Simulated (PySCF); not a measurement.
Compound: C₃H₉S (charge +1).
Z-matrix (Å and degrees, PBE0-D3(BJ)/def2-SVP geometry), rows numbered from 1:
```
C 
S   1  1.7950
C   2  1.7956  1  103.06
C   2  1.7952  1  103.14  3  -106.98
H   1  1.0988  2  110.87  3    53.00
H   1  1.0989  2  107.18  3   -68.46
H   1  1.0989  2  107.16  3   174.49
H   3  1.0987  2  110.83  1   -55.07
H   3  1.0988  2  107.18  1  -176.51
H   3  1.0989  2  107.16  1    66.37
H   4  1.0987  2  110.82  1    52.16
H   4  1.0989  2  107.19  1   173.47
H   4  1.0983  2  107.21  1   -69.40
```

The closed-shell ground state was solved at several levels (PySCF, density fitting, gas phase, non-relativistic).

| level | basis functions | total energy (Eh) | HOMO (eV) | LUMO (eV) | gap (eV) |
| --- | --- | --- | --- | --- | --- |
| PBE0/pcSseg-1 | 120 | -517.3373 | -14.33 | -4.53 | 9.80 |
| PBE0/def2-SVPD | 159 | -517.1758 | -14.23 | -4.54 | 9.69 |

**Question.** What might mPW1PW91/pcSseg-2 (277 basis functions) give for the same quantities?

**Answer.** Total energy -517.7335 Eh, HOMO -14.24 eV, LUMO -4.67 eV, gap 9.57 eV.

**Question.** Over all these levels, which gives the widest orbital gap and which the narrowest?

**Answer.** PBE0/pcSseg-1 (global hybrid, 25 % exact exchange) has the widest, 9.80 eV, and mPW1PW91/pcSseg-2 (global hybrid, 25 % exact exchange) the narrowest, 9.57 eV. Functional and basis both differ between the two, so the spread mixes both effects.
